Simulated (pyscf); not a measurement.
Thermochemistry of product channels of Cl–B(Cl)–Cl (SMILES ClB(Cl)Cl) + H₂C=CH₂ (SMILES C=C) on the singlet surface, in eV, from ωB97M-D3(BJ)/def2-TZVP energies (ideal gas, 1 atm, RRHO with modes under 100 cm⁻¹ raised to 100, one conformer, R ln 2 for chiral ones without a mode under 150 cm⁻¹). Optimised with ωB97X-D3(BJ)/def2-SVP in PySCF.

```tsv
products	ΔE	ΔH(298 K)	ΔG(600 K)	ΔG(1200 K)
Cl–CH₂–CH₂–B(Cl)–Cl (SMILES ClCCB(Cl)Cl)	-0.26	-0.15	+0.72	+1.54
HCl (SMILES Cl) + H₂C=CH–B(Cl)–Cl (SMILES C=CB(Cl)Cl)	+0.50	+0.46	+0.41	+0.32
```

These are energies of the channels, which say nothing of barriers.
